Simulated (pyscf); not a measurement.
Optimised with ωB97X-D3(BJ)/def2-SVP in PySCF.

Estimate by transition-state theory the rate constant of [HO–Nb(Cl)(Cl)–Cl]• + hydrogen chloride (HCl) → water (H₂O) + [Cl–Nb(Cl)(Cl)–Cl]• (doublet surface; Nb–O, Cl–H broken, H–O, Cl–Nb formed) at 1200 K, with ωB97M-D3(BJ)/def2-TZVP energies (ideal gas, 1 atm, RRHO with modes under 100 cm⁻¹ raised to 100, one conformer, R ln 2 for chiral ones without a mode under 150 cm⁻¹; no tunnelling).

The electronic barrier is 0.3 kcal/mol and the thermal terms add +45.2, so ΔG‡ = 45.5 kcal/mol. With k_BT/h = 2.50e+13 s⁻¹ and RT = 2.385 kcal/mol, and a volume of 1.64e-19 cm³ per molecule at 1 atm, k = 2.1e-14 cm³ molecule⁻¹ s⁻¹. Wigner's tunnelling factor for 768i cm⁻¹ would be 1.04. A shift of 1 kcal/mol in the barrier changes k by a factor 1.5. On the reactant side the descent ends in an adduct with a Cl–Nb contact, 8.6 kcal/mol under the separated species and 4.9 kcal/mol under the saddle at ωB97X-D3(BJ)/def2-TZVP. On the product side the descent ends in an adduct with a Nb–O contact (not fully relaxed), 19.5 kcal/mol under the separated species and 22.7 kcal/mol under the saddle at ωB97X-D3(BJ)/def2-TZVP. What is counted as formed (Cl–Nb) is already present as a longer contact in the reactant adduct; forming that adduct is a step of its own. What is counted as broken (Nb–O) persists as a longer contact in the product adduct; parting that adduct is a step of its own. At ωB97X-D3(BJ)/def2-TZVP the barrier from the zero used here is -3.7 kcal/mol. One saddle was located; it need not be the lowest between these sides. Open-shell species with a d-block atom are single-reference here; other states, and whether the spin sits on metal or ligand, were not checked. Elements past Kr carry the def2 core potentials, without spin-orbit coupling.
